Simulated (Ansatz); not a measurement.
Two isomers of C4H6F2: A = `F[C@H]1C[C@@H](F)C1`, B = `C/C(F)=C/CF`.

Computed with Ansatz on PBE0-D4/def2-TZVP structures; ΔE is electronic, products minus reactants. CCSD(T)/CBS adds triple-zeta CCSD(T) − MP2 to the extrapolated MP2 energy (def2 sets, frozen cores). Functionals use def2-TZVPP. One conformer a species, not always the lowest.

A:

```xyz
12

F     0.6383    1.6080    1.4246
C     0.1012    0.4256    0.9766
C    -0.9247    0.5374   -0.1532
C    -0.2490   -0.6801   -0.7877
F    -0.0711   -0.6317   -2.1491
C     0.9949   -0.4168    0.0637
H    -0.2679   -0.1184    1.8493
H    -1.9869    0.4958    0.0837
H    -0.7068    1.4241   -0.7522
H    -0.7452   -1.6254   -0.5554
H     1.5434   -1.2592    0.4827
H     1.6740    0.2405   -0.4830
```

B:

```xyz
12

C     0.590    1.687    0.812
C    -0.176    0.519    0.327
F    -1.488    0.626    0.610
C     0.278   -0.552   -0.308
C    -0.565   -1.683   -0.763
F    -0.479   -1.818   -2.145
H     1.646    1.583    0.567
H     0.207    2.604    0.356
H     0.484    1.790    1.895
H     1.341   -0.598   -0.515
H    -1.614   -1.529   -0.504
H    -0.224   -2.630   -0.333
```

(1) Which isomer does CCSD(T)/CBS put lower? Give the gap. (Best estimate.)

(2) Give E(B) − E(A) in kJ/mol with PBE-D4, CCSD(T)/def2-TZVPP, r2SCAN-D4, HF/def2-TZVPP, CCSD/def2-TZVPP, B2PLYP, MP2/def2-TZVPP. (Best estimate.)

Largest T1 diagnostic: 0.011.

Results:

(1) Ansatz gave: B, by 12.5 kJ/mol.

(2) The calculation gave: PBE-D4 -14.0, CCSD(T)/def2-TZVPP -11.9, r2SCAN-D4 -17.3, HF/def2-TZVPP -24.4, CCSD/def2-TZVPP -10.5, B2PLYP -22.8, MP2/def2-TZVPP -7.4. None reverses the order clearly.

From PBE to PBE0 (25 % exact exchange), in def2-TZVPP and without D4, E(B) − E(A) moves by +10.3 kJ/mol. In def2-TZVPP, CCSD(T) changes the Hartree–Fock value by +12.5 kJ/mol (the triples alone add −1.4 kJ/mol) and MP2 by +16.9 kJ/mol.
